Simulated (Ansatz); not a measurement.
A nudged elastic band was laid between two geometries of H4Si (5 atoms, charge 0, multiplicity 1).

The calculation used RKS CAM-B3LYP/def2-SVP (Ansatz 0.2.0).

| Item | Value |
| --- | --- |
| movable images | 4 |
| climbing image | no |
| spring | 5.0 eV/Å² |
| optimiser | quadratic models (default) |
| start path | through a guess of the saddle point |
| force threshold | 0.05 eV/Å |
| iteration limit | 60 |
| end points | relaxed |

Initial state:

```xyz
5
Properties=species:S:1:pos:R:3
Si 0.241 0.000 0.171
H 0.241 0.000 1.658
H 1.644 0.000 -0.325
H -0.460 1.214 -0.325
H -0.460 -1.214 -0.325
```

Final state:

```xyz
5
Properties=species:S:1:pos:R:3
Si 0.218 0.000 -0.716
H 0.729 0.000 1.082
H 1.405 0.000 0.617
H -0.573 1.120 -0.065
H -0.573 -1.120 -0.065
```

(1) What changes between the two ends?

(2) What energy profile does the band end with?

(3) What is the geometry of the highest image?

The band took 5 iterations and about 11 core-seconds.

Results:

(1) Bonds formed: H2–H3. H4Si becomes H2 + H2Si.

(2) The run converged. The highest image is number 4 of 0 to 5, 2.62 eV above the first end and 0.23 eV above the last; the last end lies 2.39 eV above the first. No image climbed, so the highest image needn't sit at the top of the path.

| image | path coordinate (Å) | energy (eV) | H2–H3 (Å) |
| --- | --- | --- | --- |
| 0 | 0.00 | 0.00 | 2.43 |
| 1 | 0.33 | 0.30 | 2.09 |
| 2 | 0.67 | 1.20 | 1.74 |
| 3 | 1.00 | 2.28 | 1.41 |
| 4 | 1.33 | 2.62 | 1.05 |
| 5 | 1.67 | 2.39 | 0.82 |

(3) 
```xyz
5
Properties=species:S:1:pos:R:3
Si 0.229 0.000 -0.502
H 0.625 0.000 1.124
H 1.443 0.000 0.463
H -0.545 1.221 -0.116
H -0.545 -1.221 -0.116
```

The run took 11 s on 1 thread of Intel(R) Xeon(R) Platinum 8488C (Sapphire Rapids) (shared host), peak memory 0.1 GiB.
